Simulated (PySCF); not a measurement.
Homolysis of single bonds, series Al Cl-H. All species are isolated molecules in the gas phase. Strings in code marks are SMILES.

Computed with PySCF with PBE-D3(BJ)/def2-TZVP // TPSSh-D3(BJ)/def2-TZVP. All candidates: neutral, multiplicity 1. 

```yaml
dipole_moment: 0.00 D
HOMO–LUMO gap: 5.79 eV
LUMO: -2.17 eV
```

**Question.** Name which member has these values.
A) `[Cl][Al]([Cl])[Cl]`
B) `[AlH2][Cl]`
C) `[AlH3]`
D) `[Cl][AlH][Cl]`

**Answer.** A, `[Cl][Al]([Cl])[Cl]`. The others give `[Cl][AlH][Cl]`: 0.95 D, 5.73 eV, -2.21 eV; `[AlH2][Cl]`: 1.15 D, 4.87 eV, -2.41 eV; `[AlH3]`: 0.00 D, 4.78 eV, -2.53 eV
